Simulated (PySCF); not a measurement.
Bond stretch in SH, doublet.

Method: PySCF with CCSD(T) on UHF/cc-pVDZ, 5 core orbitals frozen.

### Question
Relative to R = 1.35 Å, what are the energies at R = 1.22, 1.43, 1.49, 1.56 Å?

### Answer
11.9 mEh at 1.22 Å, 2.1 mEh at 1.43 Å, 6.5 mEh at 1.49 Å, 13.7 mEh at 1.56 Å.

The scan ran from 1.00 to 5.37 Å; beyond the distances shown one of the unrestricted levels run for this scan, shown here or not, changes its spin distribution in one step.
